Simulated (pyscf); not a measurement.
**Four-centre exchange: methyltrichlorosilane (H₃C–Si(Cl)(Cl)–Cl) + hydrogen (H₂) → H₃C–SiH(Cl)–Cl + hydrogen chloride (HCl)**

Gas phase, singlet surface, charge 0. Bonds broken: Si2–Cl3, H9–H10. Bonds formed: Si2–H9, Cl3–H10. Single points on ωB97X-D3(BJ)/def2-SVP structures (PySCF, gas phase).

Transition state (Å):

```xyz
10

C     -0.6057     1.3087    -0.6953
Si    -1.0827    -0.2610     0.1572
Cl    -0.1972    -1.5072    -1.7733
Cl    -2.9231    -1.1043    -0.0673
Cl    -1.1041     0.3110     2.1792
H     -1.0258     2.1643    -0.1468
H      0.4926     1.3904    -0.6967
H     -0.9492     1.2891    -1.7382
H      0.0270    -1.3821     0.7669
H      0.1077    -1.6029    -0.1170
```

One imaginary mode, 889i cm⁻¹; descent along it reached the two sides named.

```csv
bond,change,reactant side (Å),saddle,product side
Si2–Cl3,breaks,2.048,2.462,3.6
H9–H10,breaks,0.760,0.915,2.9
Si2–H9,forms,3.8,1.691,1.476
Cl3–H10,forms,3.8,1.687,1.288
```

Electronic energies relative to the separated reactants (kJ/mol):

```
level                   barrier  reaction energy  reverse barrier
----------------------  -------  ---------------  ---------------
ωB97X-D3(BJ)/def2-TZVP    238.8            +90.3            148.5
PBE/def2-TZVP             204.5            +78.1            126.4
r²SCAN/def2-TZVP          219.4            +86.8            132.6
B3LYP-D3(BJ)/def2-TZVP    229.2            +81.8            147.4
PBE0-D3(BJ)/def2-TZVP     215.7            +81.6            134.1
M06-2X/def2-TZVP          238.9            +87.1            151.8
ωB97M-D3(BJ)/def2-TZVP    233.8            +80.4            153.5
HF/def2-TZVP              304.2            +60.8            243.4
```

With ωB97M-D3(BJ)/def2-TZVP energies and thermal terms (ideal gas, 1 atm, RRHO with modes under 100 cm⁻¹ raised to 100, one conformer, R ln 2 for chiral ones without a mode under 150 cm⁻¹), in kJ/mol:

| T (K) | ΔH‡ | ΔG‡ | ΔH | ΔG |
|---|---|---|---|---|
| 298 | 238.1 | 270.9 | +86.7 | +76.1 |
| 600 | 234.4 | 305.8 | +83.1 | +66.8 |
| 900 | 233.4 | 341.8 | +80.8 | +59.3 |
| 1200 | 233.9 | 377.9 | +79.6 | +52.3 |

One saddle was located; it need not be the lowest between these sides.
